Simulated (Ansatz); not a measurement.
## What a trial cell of Na3Ti relaxes into

Theory: DFT PBE, scalar-relativistic, plane waves, PAW (Ansatz). Cutoff 420 eV, Γ-centred k mesh, Gaussian smearing, no spin polarisation in the final step.

The start puts Na3Ti on the Ni3Sn (D0_19) structure type (P6_3/mmc, No. 194), with Ti in place of Sn, Na in place of Ni, at a guessed volume.

```
Na Ti
1.0
     6.07107    0.00000    0.00000
    -3.03554    5.25770    0.00000
     0.00000    0.00000    4.87297
Na Ti
6 2
Direct
  0.83300 0.66600 0.25000
  0.16700 0.83300 0.75000
  0.33400 0.16700 0.25000
  0.16700 0.33400 0.75000
  0.83300 0.16700 0.25000
  0.66600 0.83300 0.75000
  0.33333 0.66667 0.25000
  0.66667 0.33333 0.75000
```

Steps on the 3×3×4 mesh (8 atoms). 7 of 7 steps are shown, and the free energy counts from the last. Trial steps that were taken back and renewals of the plane-wave basis can be among the rows.

| step | ΔF (meV/atom) | V (Å³/atom) | P (GPa) | largest force component (eV/Å) |
| --- | --- | --- | --- | --- |
| 1 | 273.9 | 19.44 | 13.09 | 0.044 |
| 2 | 103.6 | 22.35 | 6.32 | 0.076 |
| 3 | 25.0 | 25.43 | 2.05 | 0.012 |
| 4 | 12.9 | 27.21 | 0.17 | 0.006 |
| 5 | 3.6 | 27.21 | 0.92 | 0.006 |
| 6 | 0.0 | 28.15 | 0.31 | 0.001 |
| 7 | 0.0 | 28.15 | 0.31 | 0.001 |

A final relaxation ran on a 6×6×8 mesh. The relaxed crystal, P6_3/mmc (No. 194):

Space group P6_3/mmc (No. 194). a = 6.868 Å, b = 6.868 Å, c = 5.609 Å, α = 90.00°, β = 90.00°, γ = 120.00°
| atom | site | symmetry | x | y | z |
| --- | --- | --- | --- | --- | --- |
| Na | 6h | mm2 | 0.8281 | 0.6561 | 0.2500 |
| Ti | 2c | -6m2 | 0.3333 | 0.6667 | 0.2500 |

```yaml
Volume_per_atom: 28.63 Å³
Density: 1.69 g/cm³
Energy_over_the_elements: 0.81 eV/atom
Gap_on_the_6×6×8_mesh: 0 eV (a metal)
```

The zero of energy is the elements' standard structures at the same level; no fitted shifts are applied.

The final run used a 6×6×8 mesh on its 8-atom cell and 0.10 eV smearing. The k mesh leaves about 4 meV/atom of noise in metals.

Symmetry constrained the relaxation, so the result can be a saddle point.

Cost: 3 runs of about 1.5 core-minutes in all, on Arm Neoverse V2 (shared hosts).